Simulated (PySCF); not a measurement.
Several species in one continuum solvent.

All values: CAM-B3LYP/def2-SVPD (PySCF, non-relativistic), each on one gas-phase PBE0-D3(BJ)/def2-SVP geometry that isn't relaxed in the solvent. The solvent is an IEF-PCM continuum (van der Waals radii × 1.2). Specific hydrogen bonds and non-electrostatic terms are outside this model.

Problem. Order them by E(solvent) − E(gas) in chloroform (ε = 4.711), most negative first (kcal/mol).
A. `C[P+](C)(C)C` ([C4H12P]+)
B. `CC#P` (C2H3P)
C. `O=c1c(F)c1Cl` (C3ClFO)

Solution. A (-44.0), C (-3.7), B (-1.3).

```tsv
SMILES	charge	ΔE (kcal/mol)	polarisation term (kcal/mol)	HOMO shift (eV)	dipole gas (D)	dipole solvent (D)	atoms	lowest singlet, gas (eV)	lowest singlet, solvent (eV)
C[P+](C)(C)C	1	-44.0	-44.3	+3.60	–	–	17	10.38	10.18
O=c1c(F)c1Cl	0	-3.7	-4.2	0.00	2.95	3.59	6	5.49	5.67
CC#P	0	-1.3	-1.5	-0.05	1.49	1.87	6	4.30	4.33
```

The ion comes first with 44.0 kcal/mol, the neutral species gain 3.7 at most. The polarisation term is half the interaction of the solute with the induced surface charges. No dipole is given for ions, as it depends on the origin. Singlets are vertical TDDFT energies (frozen core, non-equilibrium response), the lowest in each medium.
